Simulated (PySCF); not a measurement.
Solvent effects on NMR parameters

Geometry:
| atom | x (Å) | y (Å) | z (Å) |
| --- | --- | --- | --- |
| O1 | -0.374 | 1.131 | 0.407 |
| C2 | 0.041 | -0.043 | 0.033 |
| O3 | 1.073 | -0.583 | 0.610 |
| O4 | -0.577 | -0.678 | -0.920 |

Total charge -2.

GIAO PBE0/pcSseg-1 in PySCF 2.14.0 with density-fitted response routines on one PBE0-D3(BJ)/def2-SVP conformer, non-relativistic, equivalent nuclei averaged. Solvents enter as an IEF-PCM continuum (dichloromethane with ε = 8.9, water with ε = 78.4) around the gas-phase geometry.

Gas phase, σ in ppm: O1/O3/O4 126.9, C2 5.4. Dipole moment 0.00 D.

Question: How does each σ change in the continuum?

Answer: 
```json
{"atoms": "O1/O3/O4", "environment": "carboxylate oxygen", "Δσ, dichloromethane": "+0.2", "Δσ, water": "+0.3"}
{"atoms": "C2", "environment": "carbonate carbon", "Δσ, dichloromethane": "-0.6", "Δσ, water": "-0.7"}
```

Changes are relative to the gas phase.

Question: Which nuclei move most (in ppm), and what does the model miss?

Answer: C2 (carbonate carbon, -0.7 ppm) in water. A continuum only polarises the solute; specific hydrogen bonds, the anisotropy of aromatic solvents and changes of geometry or conformer are outside it, as are counter-ions.
